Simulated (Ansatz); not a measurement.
Molecule: C3H5, charge -1, multiplicity 1. It need not be the lowest isomer of its formula. Whether it binds its extra electron was not tested at this geometry. SMILES: C=C[CH2-]
Coordinates optimised at B3LYP-D3(BJ)/def2-TZVP (Ansatz, a quantum-chemistry and plane-wave program):
```
C
C 1 1.3896
H 2 1.0838 1 120.97
H 2 1.0870 3 117.12 1 -180.00
C 1 1.3896 2 132.66 3 -180.00
H 5 1.0838 1 120.97 2 -180.00
H 5 1.0870 6 117.12 1 -180.00
H 1 1.0970 2 113.67 3 0.00
```
Charge -1, spin multiplicity 1.

Parts of the frozen-core correlation energy in cc-pwCVTZ (Ansatz, hartree). Frozen orbitals: 3; correlated occupied orbitals by spin: 9 and 9; virtual: 187 and 187. No spin-orbit coupling. Non-relativistic.

```tsv
term	value
reference (HF)	-116.45746
MP2 opposite-spin	(withheld)
MP2 same-spin	-0.12229
CCSD correlation	(withheld)
(T)	(withheld)
T1 diagnostic	0.014
largest doubles amplitude	0.071
```

Fill in the missing entries.


- MP2 opposite-spin, value: -0.40851
- CCSD correlation, value: -0.55505
- (T), value: -0.02606
